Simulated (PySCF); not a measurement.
Molecule: `InChI=1S/C5H11F/c1-3-5(2)4-6/h5H,3-4H2,1-2H3/t5-/m1/s1`.

Geometry (Å), atoms numbered from 1 in this order:
```xyz
17

C     1.9734   -0.5984   -0.1943
C     0.9299    0.2489    0.5234
C    -0.4379    0.2400   -0.1694
C    -1.1335   -1.1146   -0.0689
C    -1.3411    1.3068    0.4470
F    -0.8302    2.5655    0.2350
H     2.9394   -0.4910    0.2933
H     2.0762   -0.2807   -1.2296
H     1.7040   -1.6514   -0.1808
H     0.8137   -0.1071    1.5500
H     1.2842    1.2811    0.5660
H    -0.2953    0.4939   -1.2254
H    -1.2640   -1.3978    0.9735
H    -2.1130   -1.0768   -0.5407
H    -0.5497   -1.8836   -0.5655
H    -2.3376    1.2970   -0.0067
H    -1.4255    1.1804    1.5317
```

Frames of a GFN2-xTB Langevin trajectory at 200 K; GIAO PBE0/pcSseg-1 shieldings in PySCF, gas phase, non-relativistic; equivalent atoms averaged within each frame.

Scale: $^{13}$C (σ = 186.93 ppm) and $^{1}$H (σ = 31.72 ppm) against TMS; $^{19}$F (σ = 170.95 ppm) against CFCl3 (reference shieldings calculated alike). The references are static minima.

How do the shifts (ppm) fluctuate along the trajectory?

Answers


```tsv
time (fs)	C5	C3	C2	C1	C4	F6	H17	H16	H12	H11
optimised geometry	92.1	41.0	29.5	14.1	14.7	-249.1	4.20	4.70	1.53	2.15
250	95.1	42.7	32.6	19.5	14.7	-232.2	5.29	4.82	2.44	2.34
425	88.7	35.6	29.8	13.8	16.8	-247.1	3.60	5.15	2.17	2.00
625	98.2	43.1	35.4	10.6	20.2	-242.5	4.49	4.76	1.59	2.50
800	90.5	44.0	29.9	12.6	19.9	-243.1	4.74	4.48	2.77	2.29
1000	95.3	37.6	29.6	12.6	16.2	-242.6	3.21	5.62	1.12	2.08
mean of frames	93.6	40.6	31.5	13.8	17.6	-241.5	4.27	4.97	2.02	2.24
standard deviation	3.9	3.8	2.5	3.4	2.4	5.5	0.85	0.44	0.66	0.20
```

5 frames give an uncertainty of the mean of about the standard deviation over 2.2 at best, since frames this close in time may not be independent; classical motion lacks zero-point vibration, and the reference would need the same averaging.
